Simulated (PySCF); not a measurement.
AlH: frontier orbitals

PBE at R = 1.590 Å; Al STO-3G, H STO-3G; no relativity (PySCF 2.14). State: ¹Σ⁺ (singlet), closed shell. Only the outer orbitals are listed, counted within each symmetry.

```tsv
orbital	occ.	ε (eV)	on Al (%)	main shells (%)
1π	2	-59.55	100	100 Al p
1π	2	-59.55	100	100 Al p
3σ	2	-59.09	100	100 Al p
4σ	2	-5.32	65	60 Al s, 35 H s
5σ	2	0.13	68	35 Al s, 33 Al p, 32 H s
2π	0	4.19	100	100 Al p
2π	0	4.19	100	100 Al p
6σ	0	11.82	67	62 Al p, 33 H s
```

Q: Which are the highest filled and the lowest empty level, where do they sit, and how wide is the gap?

A: Highest filled 5σ at 0.13 eV (in %: 35 Al s, 33 Al p, 32 H s); lowest empty 2π at 4.19 eV (in %: 100 Al p); the gap at PBE is 4.06 eV. An empty level above zero is unbound, and its energy depends on the basis.

- bond order (Mayer): 0.89
- ⟨S²⟩: 0.000
- charge on Al (Mulliken, basis-dependent): 0.34
- charge on Al (Löwdin, basis-dependent): 0.32
- dipole moment (positive dipole means Al(−)H(+)): -0.98 D
- polarisability along the bond: 11.8 bohr³
- polarisability across the bond: 11.9 bohr³

STO-3G is very small, so such numbers show the basis as much as the molecule.
